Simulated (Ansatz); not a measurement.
**Li2ZrP2: from a trial structure to a relaxed crystal**

All numbers below come from DFT PBE, scalar-relativistic, plane waves, PAW (Ansatz 0.2.0).

Li2ZrP2 was placed on the sites of a reported CaSi2Ni2 cell (I4/mmm, No. 139), with Zr in place of Ca, Li in place of Si, P in place of Ni, at a guessed volume.

The final relaxation ran on this input, with the default PAW datasets:

```yaml
crystal:
  lattice:
    - [-2.1721078026, 2.1721078026, 3.9368067434]
    - [2.1721078026, -2.1721078026, 3.9368067434]
    - [2.1721078026, 2.1721078026, -3.9368067434]
  atoms:
    - { symbol: Li, position: [0.3596457871, 0.3596457871, 0.0] }
    - { symbol: Li, position: [0.6403542129, 0.6403542129, 0.0] }
    - { symbol: Zr, position: [0.0, 0.0, 0.0] }
    - { symbol: P, position: [0.25, 0.75, 0.5] }
    - { symbol: P, position: [0.75, 0.25, 0.5] }
basis:
  ecutwfc: 420
kpoints:
  mp_grid: { grid: [12, 12, 12] }
hamiltonian:
  xc: pbe
scf:
  occupations: { method: gaussian, width: 0.1 }
output:
  forces: true
  stress: true
  eigenvalues: true
relax:
  adjacent_minimum: "off"
  f_tol: 0.01
  max_steps: 80
  cell: { stress_tol: 0.05 }
```

Launched as:

```bash
ansatz run input.yaml --threads 1 --pin off --max-ram 2560MiB --backend cpu --events-out ev --progress --plain --runs-dir out
```

Time: 93 s on 1 thread of Arm Neoverse V1, on a shared host, peak memory 0.5 GiB.

End of the output:

```
SCF converged after 7 iterations
Free energy (F): -6106.506189 eV
Harris-Foulkes:  -6106.506189 eV  (|F-HF|=0.00e0)
Internal energy: -6106.492995 eV  (E = F + TS)
E sigma→0 (E₀):  -6106.499592 eV
Entropy (-TS):   -0.013194 eV (-2.639 meV/atom)
Fermi energy:    9.810736 eV
--- Per-component energies (eV) ---
  E_band       = -251.866095
  E_kinetic    = 518.924044
  E_local      = -1023.425509  (includes V_loc(G=0)·N_el)
  E_nonlocal   = 81.608224
  E_hartree    = 316.883072
  E_xc         = -307.566621
  E_vxc        = -342.200974  (∫ρ·V_xc dr)
  E_paw        = -4134.668093  (= ΣΔE_a)
  E_vpaw       = -120.538082  (= ΣTr[D̂ρ^β])
  E_aug_tail   = 0.000060  (compensation charges beyond the density's cutoff)
  E_ewald      = -1558.248170
  E_smearing   = -0.013194  (= −TS)
  E_closure    = 0.000000  (closes the sum)
  Σ components = -6106.506189   (vs F -6106.506189, Δ=0.00e0)
--- Forces (eV/Å), atoms counted from 1 ---
  atom   1  Li     0.00000000     0.00000000     0.00254447
  atom   2  Li     0.00000000     0.00000000    -0.00254447
  atom   3  Zr     0.00000000     0.00000000     0.00000000
  atom   4  P      0.00000000     0.00000000     0.00000000
  atom   5  P      0.00000000     0.00000000     0.00000000
  max |Σ_I F_I| component: 1.82e-17 eV/Å
--- Stress (GPa, compression-positive) ---
       -0.004249       0.000000       0.000000
        0.000000      -0.004249       0.000000
        0.000000       0.000000      -0.008174
  P = ⅓ Tr σ = -0.0056 GPa (-0.056 kbar)
--- Relaxed structure (4 steps of the walk, 4 accepted, 1 SCFs on fresh bases) ---
  F+E_penalty+E_count = -6106.50618852 eV   max|allowed force component| = 2.544e-3 eV/Å   (the final SCF, on the basis selected at the relaxed cell)
  cell:  # Å, volume = 74.4316 Å³
    - [-2.177271, 2.177271, 3.925294]
    - [2.177271, -2.177271, 3.925294]
    - [2.177271, 2.177271, -3.925294]
  atoms:
    - { symbol: Li, position: [0.359697, 0.359697, 0.000000] }
    - { symbol: Li, position: [0.640303, 0.640303, 0.000000] }
    - { symbol: Zr, position: [0.000000, 0.000000, 0.000000] }
    - { symbol: P, position: [0.250000, 0.750000, 0.500000] }
    - { symbol: P, position: [0.750000, 0.250000, 0.500000] }
```

Absolute energies hang on the potentials; compare differences alone.

The result has space group I4/mmm (No. 139). Li has 1 Li at 2.20 Å and 4 P at 2.34 Å; Zr is coordinated by 2 Li at 2.82 Å and 8 P at 2.93 Å (next Li at 3.27 Å); around P lie 4 Li at 2.34 Å.

Against the elements it lies at -0.39 eV/atom. The zero of energy is the elements' standard structures at the same level; no fitted shifts are applied.

The k mesh leaves about 4 meV/atom of noise in metals.

A structure relaxed within its symmetry needn't be a true minimum.